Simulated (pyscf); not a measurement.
**Four-centre exchange: H₂B–OH (SMILES BO) + H₂ (SMILES [H][H]) -> H₂B–OH (SMILES BO) + H₂ (SMILES [H][H])**

Gas phase, singlet surface, charge 0. Bonds broken: B1–H6, H3–H7. Bonds formed: B1–H3, H6–H7. Optimised with ωB97X-D3(BJ)/def2-SVP in PySCF.

Transition state (Å):

```xyz
7

B     -0.5382     0.4371     0.1960
O      0.7572     0.9878     0.2692
H     -0.6222    -0.7084    -0.4461
H     -1.5484     1.0060    -0.1548
H      1.0352     1.3336    -0.5831
H     -0.8903     0.0137     1.3900
H     -0.6938    -0.7511     0.6708
```

One imaginary mode, 1125i cm⁻¹; descent along it reached the two sides named.

```
bond   change  reactant side (Å)  saddle  product side
-----  ------  -----------------  ------  ------------
B1–H6  breaks              1.209   1.315           2.9
H3–H7  breaks              0.760   1.120           3.2
B1–H3   forms                3.2   1.316         1.215
H6–H7   forms                3.2   1.068         0.760
```

Electronic energies relative to the separated reactants (kJ/mol):

```json
[
 {"level": "ωB97X-D3(BJ)/def2-TZVP", "barrier": "123.0", "reaction energy": "0.0", "reverse barrier": "123.0"},
 {"level": "PBE/def2-TZVP", "barrier": "90.9", "reaction energy": "0.0", "reverse barrier": "90.9"},
 {"level": "r²SCAN/def2-TZVP", "barrier": "100.3", "reaction energy": "0.0", "reverse barrier": "100.3"},
 {"level": "B3LYP-D3(BJ)/def2-TZVP", "barrier": "122.9", "reaction energy": "0.0", "reverse barrier": "122.9"},
 {"level": "PBE0-D3(BJ)/def2-TZVP", "barrier": "97.5", "reaction energy": "0.0", "reverse barrier": "97.5"},
 {"level": "M06-2X/def2-TZVP", "barrier": "129.9", "reaction energy": "0.0", "reverse barrier": "129.9"},
 {"level": "ωB97M-D3(BJ)/def2-TZVP", "barrier": "120.2", "reaction energy": "0.0", "reverse barrier": "120.2"},
 {"level": "HF/def2-TZVP", "barrier": "191.8", "reaction energy": "0.0", "reverse barrier": "191.8"}
]
```

With ωB97M-D3(BJ)/def2-TZVP energies and thermal terms (ideal gas, 1 atm, RRHO with modes under 100 cm⁻¹ raised to 100, one conformer, R ln 2 for chiral ones without a mode under 150 cm⁻¹), in kJ/mol:

| T (K) | ΔH‡ | ΔG‡ | ΔH | ΔG |
|---|---|---|---|---|
| 298 | 127.6 | 160.7 | 0.0 | 0.0 |
| 600 | 123.2 | 196.1 | 0.0 | 0.0 |
| 900 | 121.6 | 233.0 | 0.0 | 0.0 |
| 1200 | 121.7 | 270.2 | 0.0 | 0.0 |

At the saddle there is also a short B–H contact that neither side keeps. One saddle was located; it need not be the lowest between these sides.
